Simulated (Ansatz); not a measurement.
Two isomers of C3H7FO: A = `CC(O)CF`, B = `CCOCF`.

Gas-phase electronic energies from Ansatz, PBE0-D4/def2-TZVP geometries. CBS: MP2 limit from def2 TZ/QZ plus the TZ coupled-cluster correction, frozen cores. Functionals use def2-TZVPP. B3LYP here is the variant with VWN-RPA as its local correlation; programs differ in this. One conformer a species, not always the lowest.

A:

```xyz
12

C    -0.719   -0.697   -0.985
C     0.212   -0.369    0.158
O    -0.404   -0.789    1.356
C     0.510    1.110    0.212
F     1.348    1.365    1.290
H    -1.665   -0.162   -0.872
H    -0.273   -0.429   -1.945
H    -0.933   -1.767   -0.991
H     1.167   -0.900    0.020
H     0.150   -0.495    2.086
H     1.017    1.450   -0.696
H    -0.410    1.682    0.365
```

B:

```xyz
12

C    -1.201    1.096   -0.762
C    -0.241   -0.036   -0.514
O     0.357    0.154    0.762
C     1.168   -0.864    1.159
F     2.339   -0.895    0.422
H    -0.677    2.053   -0.749
H    -1.980    1.119    0.002
H    -1.677    0.977   -1.738
H     0.538   -0.066   -1.283
H    -0.761   -1.005   -0.524
H     0.695   -1.847    1.023
H     1.438   -0.687    2.202
```

(1) Which is lower in electronic energy at CCSD(T)/CBS, and by how much? (Best estimate.)

(2) Give E(B) − E(A) in kJ/mol with r2SCAN-D4, HF/def2-TZVPP, B2PLYP, CCSD(T)/def2-SVP, B3LYP-D4, BLYP-D4, ωB97M-V. (Best estimate.)

(3) Does the order hold for the free energy at 298.15 K (harmonic terms from PBE0-D4)? (Best estimate.)

Largest T1 diagnostic: 0.011.

Answers

(1) Ansatz gave: A, by 23.5 kJ/mol.

(2) Ansatz gave: r2SCAN-D4 17.4, HF/def2-TZVPP 10.9, B2PLYP 16.0, CCSD(T)/def2-SVP 14.1, B3LYP-D4 15.1, BLYP-D4 13.2, ωB97M-V 20.1. None reverses the order clearly.

(3) Ansatz gave: Yes: G(B) − G(A) = +22.4 kJ/mol, for one conformer each.

In def2-TZVPP, CCSD(T) changes the Hartree–Fock value by +9.2 kJ/mol (the triples alone add +0.1 kJ/mol) and MP2 by +11.7 kJ/mol. Leaving LDA and LC-ωPBE aside and taking each functional with its dispersion term where it has one, the values, not all of them listed here, spread over 7.3 kJ/mol, from BLYP-D4 to PBE-QIDH. LDA lies +4.1 kJ/mol from PBE without D4.
